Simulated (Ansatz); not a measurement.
Results of HSE06 in Ansatz (PAW) for α-quartz (SiO2).

Run with plane-wave cutoff 460 eV, 6×6×4 k mesh (along the axes of the cell as run), Fermi–Dirac smearing 0.01 eV, scalar-relativistic PAW data made under PBE.

Computed at the level's own relaxed cell.

```xyz
9
Lattice="2.4904 -4.3135 0.0000 2.4904 4.3135 0.0000 0.0000 0.0000 5.4642" Properties=species:S:1:pos:R:3 pbc="T T T"
Si     1.1866     2.0553     1.8214
Si     2.6076     0.0000     0.0000
Si     1.1866    -2.0553     3.6428
O      1.6731     0.6905     1.1188
O      3.5463     1.1037     4.7615
O      2.2518    -2.5194     2.5240
O      3.5463    -1.1037     0.7026
O      1.6731    -0.6905     4.3454
O      2.2518     2.5194     2.9402
```

Question: List the 31 lowest band energies at Γ above −25 eV (eV, relative to the valence band maximum), grouping those that round alike.

Answer: At Γ: -20.93, -19.36 (×2), -18.73, -18.68 (×2), -8.71 (×2), -5.65, -5.63, -5.46 (×2), -3.05 (×2), -2.93, -2.61, -1.60 (×3), -1.03 (×2), -0.53, -0.36 (×2), 7.70, 11.17 (×2), 11.48 (×2), 12.78, 13.63.

Ansatz is a quantum-chemistry and plane-wave program.
